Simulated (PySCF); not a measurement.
## Stationary points of ClH₅

Level of theory: PySCF, PBE0, basis Cl def2-TZVP, H def2-TZVP (no relativity, density fitting).

Relaxations began from a few typed shapes. The search is not exhaustive: other isomers or separated fragments can lie lower, and high-lying points may rest on an excited occupation.

**Question.** Order these stationary points by electronic energy, lowest first, in kJ/mol from the lowest minimum.
A. singlet D3h: Cl–H 1.599 Å (×2), Cl–H 1.605 Å (×3); H–Cl–H 90.0° (×6), H–Cl–H 120.0° (×3), H–Cl–H 180.0°
B. singlet C4v: Cl–H 1.275 Å, Cl–H 1.559 Å (×4); H–Cl–H 85.5° (×4), H–Cl–H 89.6° (×4), H–Cl–H 171.0° (×2)

**Answer.** B (0.0), A (192.7).

**Question.** Which of them are minima?

**Answer.** By energy in kJ/mol, 0.0: minimum; 192.7: saddle point, 4 imaginary modes.

Counting electrons, chlorine keeps 2 of its valence electrons outside its bonds, so the VSEPR class is AX5E1 and the expected shape is square pyramidal (C4v), as computed.
